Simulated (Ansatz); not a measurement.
```yaml
crystal:
  periodic: [false, false, false]
  atoms:
    - {symbol: Ag, position_ang: [0.000000, 0.000000, 0.000000]}
    - {symbol: Si, position_ang: [0.000000, 0.000000, 2.560000]}
basis:
  gaussian: {orbitals: def2-TZVP}
magnetization: {spin_polarized: true, initial_magnetization: 1}
hamiltonian: {xc: pbe0}
relax: {f_tol: 0.004, max_steps: 80}
```

```sh
$ ansatz run in.yaml --threads 1 --pin off --events-out ev --progress --plain --max-ram 2176MiB
```

Steps of the relaxation (energy above the last step; positions in Å, forces in eV/Å):

```
2
step 1, 90.9 meV
Ag    0.000    0.000    0.000    0.000    0.000    0.893
Si    0.000    0.000    2.560    0.000    0.000   -0.893
```

```
2
step 2, 8.3 meV
Ag    0.000    0.000    0.065    0.000    0.000    0.319
Si    0.000    0.000    2.495    0.000    0.000   -0.319
```

```
2
step 3, 1.0 meV
Ag    0.000    0.000    0.099    0.000    0.000   -0.118
Si    0.000    0.000    2.461    0.000    0.000    0.118
```

```
2
step 4, 0.0 meV
Ag    0.000    0.000    0.091    0.000    0.000   -0.002
Si    0.000    0.000    2.469    0.000    0.000    0.002
```

Close pairs at the end: Ag1–Si2 2.379 Å.

A stationary point of unrestricted PBE0 after 4 steps, with ⟨S²⟩ = 0.758 against 0.75 for a pure state. 17 s on 1 thread of Intel Xeon 6975P-C, shared host.
